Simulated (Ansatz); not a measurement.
C3H6N2 can be A, `N=CCC=N`, or B, `C#CNCN`.

Program: Ansatz. Geometries: PBE0-D4/def2-TZVP. ΔE: electronic, gas phase. CBS: MP2 limit from def2 TZ/QZ plus the TZ coupled-cluster correction, frozen cores. DFT in def2-TZVPP. B3LYP here is the variant with VWN-RPA as its local correlation; programs differ in this. Each species was taken in one conformer, which may not be the lowest.

Problem. Which isomer does CCSD(T)/CBS put lower? Give the gap. (Estimate.)

Solution. Computed: A, by 117.6 kJ/mol.

Problem. Give E(B) − E(A) in kJ/mol with MP2/def2-TZVPP, PBE0-D4, B3LYP, CCSD/def2-TZVPP, r2SCAN-D4, B3LYP-D4, ωB97M-V. (An estimate is asked.)

Solution. Computed: MP2/def2-TZVPP 109.4, PBE0-D4 114.1, B3LYP 115.3, CCSD/def2-TZVPP 122.3, r2SCAN-D4 117.1, B3LYP-D4 116.6, ωB97M-V 116.2. None reverses the order clearly.

Largest T1 diagnostic: 0.013.
